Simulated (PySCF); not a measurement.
Chloroacetonitrile, C2H2ClN.
SMILES: `N#CCCl`

Level of theory: PBE0-D3(BJ)/def2-SVP geometry optimisation, gas phase (PySCF 2.14.0).

Masses are those of the commonest isotopes; rigid-rotor values at the optimised geometry. 

**Question.** Give the principal moments of inertia and the rotational constants in MHz.

**Answer.** Ia = 19.88, Ib = 161.12, Ic = 177.78 u·Å²; 505379 MHz·u·Å²/I gives A = 25418, B = 3137, C = 2843 MHz.

**Question.** What kind of rotor is it?

**Answer.** A near-prolate asymmetric top. Ray's parameter κ = (2B − A − C)/(A − C) = -0.974; −1 is the prolate and +1 the oblate limit.

**Question.** What does the inertial defect say?

**Answer.** Not planar: Δ = Ic − Ia − Ib = -3.21 u·Å². For a rigid frame Δ = −2 Σ m c², so Σ m c² = 1.61 u·Å² lies off the ab plane, practically all of it from hydrogen. The atom farthest from that plane is 0.89 Å away.

**Question.** Where do the levels up to J = 4 lie, in cm⁻¹?

**Answer.** Above 0(0,0):
J = 1: 1(0,1) 0.1995, 1(1,1) 0.9427, 1(1,0) 0.9525
J = 2: 2(0,2) 0.5983, 2(1,2) 1.3318, 2(1,1) 1.3612, 2(2,1) 3.5909, 2(2,0) 3.5910
J = 3: 3(0,3) 1.1962, 3(1,3) 1.9154, 3(1,2) 1.9742, 3(2,2) 4.1893, 3(2,1) 4.1897, 3(3,1) 7.9300, 3(3,0) 7.9300
J = 4: 4(0,4) 1.9931, 4(1,4) 2.6934, 4(1,3) 2.7914, 4(2,3) 4.9870, 4(2,2) 4.9884, 4(3,2) 8.7280, 4(3,1) 8.7280, 4(4,1) 13.9648, 4(4,0) 13.9648
The levels of one J sum to (2J + 1)J(J + 1)(A + B + C)/3.

**Question.** Which types of transition are allowed, and where do some lines up to J = 2 fall?

**Answer.** The dipole components are |μa| = 1.82 D, |μb| = 2.61 D, |μc| = 0.00 D; the mirror of this Cs structure is the ab plane, so μc vanishes by symmetry and there are no c-type lines. Intensities carry the squares of the components, which stand as 0.49 : 1.00 (a : b). Some lines, for components of 0.1 D or more:

```
type  branch         J(Ka,Kc)    MHz  lower level (cm⁻¹)
   a       Q  2(1,1) ← 2(1,2)    882               1.332
   a       R  1(0,1) ← 0(0,0)   5979               0.000
   a       R  2(1,2) ← 1(1,1)  11665               0.943
   a       R  2(0,2) ← 1(0,1)  11956               0.199
   a       R  2(1,1) ← 1(1,0)  12253               0.952
   b       Q  1(1,0) ← 1(0,1)  22576               0.199
   b       Q  2(1,1) ← 2(0,2)  22873               0.598
   b       R  1(1,1) ← 0(0,0)  28261               0.000
   b       R  2(1,2) ← 1(0,1)  33946               0.199
   b       Q  2(2,0) ← 2(1,1)  66847               1.361
   b       Q  2(2,1) ← 2(1,2)  67727               1.332
   b       R  2(2,1) ← 1(1,0)  79097               0.952
   b       R  2(2,0) ← 1(1,1)  79394               0.943
```

**Question.** Estimate the classical rotational partition function at 100 K, 298.15 K and 500 K.

**Answer.** Point group Cs, symmetry number σ = 1; q = (√π/σ)·√((kT/h)³/(ABC)), k/h = 20836.6 MHz/K: 11200 at 100 K, 57600 at 298.15 K, 125000 at 500 K.

No frequency check. No vibrational averaging or centrifugal distortion is included, and the geometry carries the error of its method. Quadrupole hyperfine structure (14N, 35Cl) is left out.
